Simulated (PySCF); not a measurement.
## Level of theory and proton affinities: water

Structure: `O` (H2O). Optimised structure (Å), atoms numbered from 1:
```
O     0.0103    0.3972   -0.0050
H    -0.7439   -0.1968    0.0686
H     0.7565   -0.2055   -0.0887
```

All levels share the PBE0-D3(BJ)/def2-SVP structures and the PBE0-D3(BJ)/def2-SVP thermal terms; only the single-point energies (PySCF) change. Values are proton affinities (298 K, kJ/mol).

| level | O1 | abs. error | time |
| --- | --- | --- | --- |
| MP2/aug-cc-pVTZ | 684 | 5.1 | 1.7 s |
| CCSD(T)/aug-cc-pVTZ | 690 | 0.4 | 15 s |
| M06-2X/def2-TZVP | 693 | 3.8 | – |
| HF/aug-cc-pVTZ | 706 | 16.6 | 0.34 s |
| ATcT 1.112 | 689 |  |  |

Times are wall times for all single points of a level on 1 thread of Intel Xeon 6975P-C, a shared host; the dash marks the run that also made the structures.

Hartree-Fock leaves out electron correlation, so its proton affinities can be off by tens of kJ/mol.

The spread: 22 kJ/mol, from 684 to 706.
